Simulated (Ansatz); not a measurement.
# H4OSi: the cost of one run

Method: UHF/def2-SVP, in Ansatz 0.2.0.

## 1. The system as given

Bond lengths: Si1–H2 1.562 Å, Si1–H4 1.470 Å, Si1–H5 1.463 Å, O3–H6 0.958 Å. Angles: H2–Si1–H4 118.4°, H2–Si1–H5 123.9°, H4–Si1–H5 103.0°.

Coordinates:

```xyz
6

Si   -0.5968    0.4949   -0.5280
H     0.9262    0.1626   -0.6208
O     1.1550   -0.2873    0.5641
H    -1.5512   -0.6192   -0.4333
H    -1.1602    1.4890    0.3856
H     1.2270   -1.2400    0.6326
```

## 2. Run 1

150 steps of 0.5 fs at constant energy, with velocities drawn for 600 K.

Input file input.yaml:

```yaml
crystal:
  periodic: [false, false, false]
  atoms:
    - { symbol: Si, position_ang: [-0.5968, 0.4949, -0.528] }
    - { symbol: H, position_ang: [0.9262, 0.1626, -0.6208] }
    - { symbol: O, position_ang: [1.155, -0.2873, 0.5641] }
    - { symbol: H, position_ang: [-1.5512, -0.6192, -0.4333] }
    - { symbol: H, position_ang: [-1.1602, 1.489, 0.3856] }
    - { symbol: H, position_ang: [1.227, -1.24, 0.6326] }
magnetization:
  spin_polarized: true
basis:
  gaussian: { orbitals: def2-SVP }
hamiltonian:
  xc: hf
md:
  timestep: 0.5
  n_steps: 150
  ensemble: nve
  temperature: 600.0
  initial_velocities: maxwell_boltzmann
  seed: 688830
```

Launch:

```console
$ ansatz run input.yaml --threads 1 --pin off --max-ram 2048MiB --backend cpu --events-out ev --progress --plain --runs-dir out
```

Q: Estimate wall time and peak memory on 1 thread of Arm Neoverse V2, shared host.

About 48 s, with a peak of 0.094 GiB.
